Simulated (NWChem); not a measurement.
System: carbon disulfide (CS$_{2}$); SMILES S=C=S

Parts of the log:

```
             Northwest Computational Chemistry Package (NWChem) 7.3.0
             --------------------------------------------------------

                             Geometry "geometry" -> ""
                             -------------------------

 Output coordinates in angstroms (scale by  1.889725989 to convert to a.u.)

  No.       Tag          Charge          X              Y              Z
 ---- ---------------- ---------- -------------- -------------- --------------
    1 S                   16.0000    -1.56181300     0.05734200     0.01724300
    2 C                    6.0000     0.00000900     0.00020400     0.00000000
    3 S                   16.0000     1.56182400    -0.05721000    -0.01724300

 Effective nuclear repulsion energy (a.u.)     108.3433616810

  xc_inp: hfexch multiplicative factor not found.

                                 NWChem DFT Module
                                 -----------------

 Summary of "ao basis" -> "ao basis" (spherical)
 ------------------------------------------------------------------------------
       Tag                 Description            Shells   Functions and Types
 ---------------- ------------------------------  ------  ---------------------
 S                           6-31g*                  8       18   4s3p1d
 C                           6-31g*                  6       14   3s2p1d

            General Information
            -------------------
          SCF calculation type: DFT
          Wavefunction type:  closed shell.
          No. of atoms     :     3
          No. of electrons :    38
           Alpha electrons :    19
            Beta electrons :    19
          Charge           :     0
          Spin multiplicity:     1
          Use of symmetry is: off; symmetry adaption is: off
          Maximum number of iterations: 150
          AO basis - number of functions:    50
                     number of shells:    22
          Convergence on energy requested:  1.00D-06
          Convergence on density requested:  1.00D-05
          Convergence on gradient requested:  5.00D-04

              XC Information
              --------------
                     Hartree-Fock (Exact) Exchange  1.000

      Superposition of Atomic Density Guess
      -------------------------------------

 Sum of atomic energies:        -832.57161606

      Non-variational initial energy
      ------------------------------

 Total energy =    -833.472149
 1-e energy   =   -1364.996274
 2-e energy   =     423.180763
 HOMO         =      -0.304396
 LUMO         =      -0.006232

     ---------------------------------------------
      Total Density - Mulliken Population Analysis
     ---------------------------------------------

    Atom       Charge   Shell Charges
 -----------   ------   -------------------------------------------------------
    1 S   16    16.22   2.00  2.00  5.98  1.35  2.98  0.53  1.33  0.04
    2 C    6     5.56   2.00  0.71  1.40  0.61  0.80  0.04
    3 S   16    16.22   2.00  2.00  5.98  1.35  2.98  0.53  1.33  0.04

   convergence    iter        energy       DeltaE   RMS-Dens  Diis-err
 ---------------- ----- ----------------- --------- --------- ---------
 d= 0,ls=0.0,diis     1   -832.8267172840 -9.41D+02  1.27D-02  3.47D-01
 d= 0,ls=0.0,diis     2   -832.8458257083 -1.91D-02  5.58D-03  2.63D-01
 d= 0,ls=0.0,diis     3   -832.8802047458 -3.44D-02  1.62D-03  2.27D-03
 d= 0,ls=0.0,diis     4   -832.8807915645 -5.87D-04  2.32D-04  8.88D-05
 d= 0,ls=0.0,diis     5   -832.8808120637 -2.05D-05  8.46D-05  7.42D-06
  Resetting Diis
 d= 0,ls=0.0,diis     6   -832.8808142778 -2.21D-06  3.84D-05  5.80D-07
 d= 0,ls=0.0,diis     7   -832.8808145155 -2.38D-07  2.22D-06  5.49D-09

         Total DFT energy =     -832.880814515537
      One electron energy =    -1365.112872272199
           Coulomb energy =      479.068206757328
    Exchange-Corr. energy =      -55.179510681678
 Nuclear repulsion energy =      108.343361681011

 Numeric. integr. density =        0.000000000000

                       DFT Final Molecular Orbital Analysis
                       ------------------------------------

[...]

                     NWChem Electrostatic Potential Fit Module
                     -----------------------------------------

 Atom parameters

 Number of atoms is                                    3
 Number of basis functions is                         50

 Grid parameters

 Maximum number of grid points is                  19114
 Number of grid points is                          19113
 Grid range                                     0.300000 nm
 Grid spacing                                   0.020000 nm
 Probe radius                                   0.070000 nm
 Atom radius factor                             1.000000

 Atomic radii

    6    0.147000
   16    0.174000
 FASTESP  F
  using M.O. file = ./job.movecs

    Atom              Coordinates                           Charge

                                                  ESP

    1 S    -0.156181    0.005734    0.001724   -0.071152
    2 C     0.000001    0.000020    0.000000    0.143066
    3 S     0.156182   -0.005721   -0.001724   -0.071914
                                            ------------
                                               -0.000000

 Dipole moment                                  0.002251

 Quadrupole moment Qxx                         -2.490550
                   Qyy                          1.242989
                   Qzz                          1.247561

 RMS deviation kJ/mol                           0.146152

 RRMS %                                        90.055345
```

Level: Hartree-Fock/6-31G* (spherical d). The geometry was optimised at B3LYP/6-31G* (spherical d).

Question: Write an input that gives this output.

Answer: One answer among several that fit: the input that was run:
```
start job
memory heap 200 mb stack 900 mb global 1100 mb
geometry units angstroms noautosym nocenter noautoz
  S     -1.561813     0.057342     0.017243
  C      0.000009     0.000204     0.000000
  S      1.561824    -0.057210    -0.017243
end
basis spherical
  * library 6-31g*
end
dft
  xc hfexch
  iterations 150
  mulliken
end
task dft energy
esp
  recalculate
  probe 0.07
  range 0.3
  factor 1.0
  spacing 0.02
end
task esp
```
